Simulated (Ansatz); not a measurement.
Ansatz (a first-principles code) input (PBE/aug-cc-pV(Q+d)Z): A basis named .json is the Basis Set Exchange file of that set (core-valence sets with the plain set on hydrogen).

Ansatz 0.2 input:
```yaml
crystal:
  periodic: [false, false, false]
  atoms:
    - {symbol: P, position_ang: [0.00032744, 0.00049281, 0.06308582]}
    - {symbol: H, position_ang: [-0.03026407, 1.34802484, -0.32583010]}
    - {symbol: H, position_ang: [1.18225281, -0.65296472, -0.31649250]}
    - {symbol: H, position_ang: [-1.15690038, -0.70245221, -0.30396469]}
basis:
  gaussian:
    orbitals: aug-cc-pV_Q+d_Z.json
    final_grid: {core_spheres: 8, valence_spheres: 7, degree: 23}
hamiltonian:
  xc: {name: PBE}
total_charge: 1
magnetization: {spin_polarized: true, initial_magnetization: 1}
```

Output:

```
Functional definition: PBE
integrals: 0.08 GiB planned
579 factors; their error is unknown
mean field: 1.03 GiB planned
mean field evaluation 1: about -9322.0392 eV, gradient 1.6e1 eV
mean field evaluation 2: about -9322.7872 eV, gradient 1.2e1 eV
mean field evaluation 4: about -9323.5306 eV, gradient 2.0e-1 eV
mean field evaluation 8: about -9323.5203 eV, gradient 5.5e-2 eV
mean field -9323.52027150 eV, -342.6330502685 hartree, gradient 7.7e-5 eV, S^2 0.753619; 0 other end points of the search recorded, 0 dependent functions left out
reference -9323.52030412 eV, -342.6330514673 hartree; 9, 8 occupied and 218, 219 virtual orbitals, 579 factors
Total energy: -9323.52030412 eV, -342.6330514673 hartree
```
